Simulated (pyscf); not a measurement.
O=Sn(OH)–OH + water (H₂O) → HO–Sn(OH)(OH)–OH, an addition across a multiple bond or ene-type step (singlet surface; H–O broken, H–O, O–Sn formed). Structures and frequencies: ωB97X-D3(BJ)/def2-SVP in PySCF. Energies in kcal/mol from the separated reactants.

Small-basis levels: PySCF, no dispersion term, spherical d functions. AM1 to PM7: differences of heats of formation from MOPAC, which are fitted to 298 K values and so differ in kind from electronic energies by zero-point and thermal terms. Cost: rough CPU time at the saddle relative to B3LYP/6-31G*+LANL2DZ, from one job on a shared machine.

```json
[
 {"level": "HF/6-31G*+LANL2DZ", "barrier": "-19.6", "reaction energy": "-82.3", "cost": "0.1"},
 {"level": "BP86/6-31G*+LANL2DZ", "barrier": "-23.9", "reaction energy": "-60.6", "cost": "1"},
 {"level": "PBE/6-31G*+LANL2DZ", "barrier": "-25.3", "reaction energy": "-61.7", "cost": "2"},
 {"level": "B3LYP/LANL2DZ", "barrier": "-23.1", "reaction energy": "-66.5", "cost": "0.8"},
 {"level": "B3LYP/6-31G*+LANL2DZ", "barrier": "-23.9", "reaction energy": "-67.7", "cost": "1"},
 {"level": "M06-2X/6-31G*+LANL2DZ", "barrier": "-28.3", "reaction energy": "-76.3", "cost": "3"},
 {"level": "B3LYP/6-311+G**+LANL2DZ", "barrier": "-15.0", "reaction energy": "-60.5", "cost": "2"},
 {"level": "PBE/def2-SVP", "barrier": "-22.8", "reaction energy": "-54.3", "cost": "2"},
 {"level": "B3LYP/def2-SVP", "barrier": "-20.3", "reaction energy": "-58.5", "cost": "2"},
 {"level": "AM1", "barrier": "-9.8", "reaction energy": "-76.1", "cost": "under 0.02"},
 {"level": "PM3", "barrier": "5.9", "reaction energy": "-54.0", "cost": "under 0.02"},
 {"level": "PM7", "barrier": "-10.4", "reaction energy": "-63.2", "cost": "under 0.02"},
 {"level": "ωB97M-D3(BJ)/def2-TZVP", "barrier": "-17.3", "reaction energy": "-61.5", "cost": "–"}
]
```

Against the last row the barrier runs from -11.0 (M06-2X/6-31G*+LANL2DZ) to +23.2 kcal/mol (PM3). ωB97M-D3(BJ)/def2-TZVP has limits of its own. On the reactant side the descent ends in an adduct with a O–Sn contact, 20.8 kcal/mol under the separated species and 2.1 kcal/mol under the saddle at ωB97X-D3(BJ)/def2-TZVP. At ωB97M-D3(BJ) the saddle lies under the separated reactants, which points to a path from their complex (located at ωB97X-D3(BJ) alone). What is counted as formed (O–Sn) is already present as a longer contact in the reactant adduct; forming that adduct is a step of its own. One saddle was located; it need not be the lowest between these sides. In the def2 sets elements past Kr carry core potentials, without spin-orbit coupling.
